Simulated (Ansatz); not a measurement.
## H2Si–BH, singlet: vertical spin and charge gaps

Geometry (PBE0/def2-TZVP stationary point for this spin, not checked as a minimum):

```xyz
5

Si    0.0000    0.0000    0.5052
B     0.0000    0.0000   -1.3160
H     0.0000    1.2660    1.2662
H     0.0000   -1.2660    1.2662
H     0.0000    0.0000   -2.4954
```

Basis cc-pVDZ; Ansatz 0.2.0. Only valence electrons are correlated (noble-gas cores frozen). R marks a restricted (for open shells ROHF) determinant, U an unrestricted one. Active spaces: valence = (10e, 11o) chosen from the atoms' valence shells.

Gaps are energies of the second state less the first, at fixed atoms, for a selection of the levels run; each method lands on the state that its own search finds for that charge and spin.

Unrestricted rows (U, and Kohn–Sham where it breaks symmetry) aren't spin-pure: their determinants' ⟨S²⟩ exceeds S(S+1) by up to 0.26, so they mix in states of higher spin. A value is left out where its run failed or describes another state than the reference as far as symmetry and spin tell, or, spin-broken singlets apart, can't be checked.

Removing an electron, to the doublet: 7.972 eV at RCCSDT(Q).

Large singles or doubles amplitudes warn of static correlation in the H2Si–BH singlet.

| level | gap (eV) | error (meV) | ⟨S²⟩ where 0.1 over S(S+1) (first / second) |
| --- | --- | --- | --- |
| RHF | 6.843 | -1129 | – / – |
| UHF | 6.815 | -1157 | 0.26 / – |
| RMP2 | 7.814 | -158 | – / – |
| CISD | 7.687 | -285 | – / – |
| RCCSD | 7.870 | -102 | – / – |
| RCCSD(T) | 7.958 | -14 | – / – |
| BCCD(T) | 7.958 | -14 | – / – |
| RCCSDT | 7.964 | -8 | – / – |
| CASSCF (valence space) | 7.356 | -616 | – / – |
| NEVPT2 (valence space) | 7.809 | -163 | – / – |
| MRCISD (valence space) | 7.904 | -68 | – / – |
| MRCISD+Q (valence space) | 7.967 | -5 | – / – |
| PBE | 8.051 | 79 | – / – |
| r2SCAN | 8.001 | 29 | 0.20 / – |
| PBE0 | 7.980 | 8 | – / – |
| B3LYP | 8.028 | 56 | – / – |
| wB97M-V | 7.972 | 0 | – / – |
| B2PLYP | 7.917 | -55 | – / – |
| RPA-PBE | 8.106 | 134 | – / – |

Q: PBE gives 0.634 eV for triplet less singlet. Estimate what RCCSDT(Q) gives in cc-pVDZ.

A: RCCSDT(Q) in cc-pVDZ gives 0.798 eV, so against it PBE is off by -0.164 eV.

Large singles or doubles amplitudes warn of static correlation in the H2Si–BH singlet.

```
                   level  gap (eV)  error (meV)  ⟨S²⟩ where 0.1 over S(S+1) (first / second)
                    RMP2     0.653         -145                                        – / –
                RCCSD(T)     0.786          -12                                        – / –
                  RCCSDT     0.792           -6                                        – / –
  CASSCF (valence space)     0.959          161                                        – / –
  NEVPT2 (valence space)     0.791           -7                                        – / –
MRCISD+Q (valence space)     0.795           -3                                        – / –
                  r2SCAN     0.480         -318                                     0.20 / –
                    PBE0     0.535         -263                                        – / –
                   B3LYP     0.693         -105                                        – / –
```

In so small a basis the reference is far from its limit while semilocal and hybrid functionals are nearer theirs (RPA and double hybrids share much of the reference's basis error), so the functionals' errors here hold much of the reference's basis and frozen-core error, which can add to them or hide them.

Full CI isn't at hand for all of this; RCCSDT(Q) serves as the reference, and is uncertain by about the last step of the cluster series. The frozen core follows each run's orbitals, which can shift R against U totals by a few meV.
